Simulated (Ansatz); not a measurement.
**S$_{2}$, triplet: the ladder up to UCCSDT(Q)**

Geometry: MP2(full)/6-31G*, from the G2/97 set.

```csv
atom,x (Å),y (Å),z (Å)
S,0.0000,0.0000,0.0000
S,0.0000,0.0000,1.9202
```

Basis cc-pV(T+d)Z; Ansatz 0.2.0. Correlated methods freeze the noble-gas cores, which leaves 12 electrons in 68 orbitals. R marks a restricted (for open shells ROHF) determinant, U an unrestricted one. Active spaces: valence = (12e, 8o) chosen from the atoms' valence shells.

Full CI isn't at hand for all of this; UCCSDT(Q) serves as the reference, and is uncertain by about the last step of the cluster series. The frozen core follows each run's orbitals, which can shift R against U totals by a few meV.

For open shells CISD is restricted-active-space CI with the open shells as a complete middle space.

- UHF ⟨S²⟩: 2.056
- T1 diagnostic (RCCSD): 0.0188
- largest doubles amplitude (RCCSD): 0.084
- T1 diagnostic (UCCSD): 0.0181

```csv
level,E − E(RHF) (eV)
UHF,-0.4127
RMP2,-9.2381
UMP2,-8.9583
RCCSD,-9.6838
UCCSD,-9.7106
RCCSD(T),-10.2550
UCCSD(T),-10.2503
```

Estimate how far UCCSDT(Q) in cc-pV(T+d)Z lies from RCCSD(T). The table doesn't fix it; the size of (T) and the diagnostics are the guide.

UCCSDT(Q) in cc-pV(T+d)Z lies 1.60 kcal/mol below RCCSD(T), which is 12 % of the (T) step (-13.17 kcal/mol). The diagnostics are small and the rest is a small part of (T), but (T) is large here. The miss exceeds 1 kcal/mol.

The other levels:

```json
{"level": "CISD", "E − E(UCCSDT(Q)) (kcal/mol)": "35.19", "share of correlation (%)": "85.22", "wall time": "23 s"}
{"level": "BCCD(T)", "E − E(UCCSDT(Q)) (kcal/mol)": "1.66", "share of correlation (%)": "99.30", "wall time": "7 s"}
{"level": "RCCSDT", "E − E(UCCSDT(Q)) (kcal/mol)": "1.15", "share of correlation (%)": "99.52", "wall time": "–"}
{"level": "UCCSDT", "E − E(UCCSDT(Q)) (kcal/mol)": "1.02", "share of correlation (%)": "99.57", "wall time": "–"}
{"level": "RCCSDT(Q)", "E − E(UCCSDT(Q)) (kcal/mol)": "0.04", "share of correlation (%)": "99.98", "wall time": "19 s (H100)"}
{"level": "CASSCF (valence space)", "E − E(UCCSDT(Q)) (kcal/mol)": "207.62", "share of correlation (%)": "12.80", "wall time": "–"}
{"level": "NEVPT2 (valence space)", "E − E(UCCSDT(Q)) (kcal/mol)": "45.83", "share of correlation (%)": "80.75", "wall time": "4.1 s"}
{"level": "MRCISD (valence space)", "E − E(UCCSDT(Q)) (kcal/mol)": "27.37", "share of correlation (%)": "88.51", "wall time": "–"}
{"level": "MRCISD+Q (valence space)", "E − E(UCCSDT(Q)) (kcal/mol)": "5.03", "share of correlation (%)": "97.89", "wall time": "11 s (H100)"}
```

The correlation energy at UCCSDT(Q), counted from RHF, is -10.324 eV. That run took 19 s on 2 threads of AMD EPYC 7R13 with a shared H100 80 GB, shared host.

Times hold each run's SCF and search for its determinant on a shared host, so for small cases they say little of a method's own cost; rows without a card ran on 1 thread of AMD EPYC 7R13.

Natural occupations of CASSCF (valence space) about the gap: 1.965 1.964 1.964 1.035 1.035 0.042; effectively unpaired electrons, Σ n²(2−n)², 2.02.

Atomization energy (electronic, same basis, no zero-point term; atoms at the same level, unrestricted beside the R rows where the molecule is a closed shell, with restricted open-shell steps beyond CCSDT(Q)) at UCCSDT(Q): 400.2 kJ/mol. Errors of other levels:

```json
{"level": "RHF", "error (kJ/mol)": "-199.4"}
{"level": "UHF", "error (kJ/mol)": "-189.7"}
{"level": "RMP2", "error (kJ/mol)": "41.4"}
{"level": "UMP2", "error (kJ/mol)": "21.5"}
{"level": "CISD", "error (kJ/mol)": "-99.3"}
{"level": "RCCSD", "error (kJ/mol)": "-30.7"}
{"level": "UCCSD", "error (kJ/mol)": "-29.4"}
{"level": "RCCSD(T)", "error (kJ/mol)": "-1.6"}
{"level": "UCCSD(T)", "error (kJ/mol)": "-2.3"}
{"level": "BCCD(T)", "error (kJ/mol)": "-1.9"}
{"level": "RCCSDT", "error (kJ/mol)": "-3.9"}
{"level": "UCCSDT", "error (kJ/mol)": "-3.6"}
{"level": "RCCSDT(Q)", "error (kJ/mol)": "0.1"}
{"level": "CASSCF (valence space)", "error (kJ/mol)": "-71.9"}
{"level": "NEVPT2 (valence space)", "error (kJ/mol)": "3.2"}
{"level": "MRCISD (valence space)", "error (kJ/mol)": "-57.5"}
{"level": "MRCISD+Q (valence space)", "error (kJ/mol)": "-16.2"}
```

This basis is far from its limit, so the value isn't to be set against a measured one. Truncated CI isn't size-consistent, which counts against it in atomization.
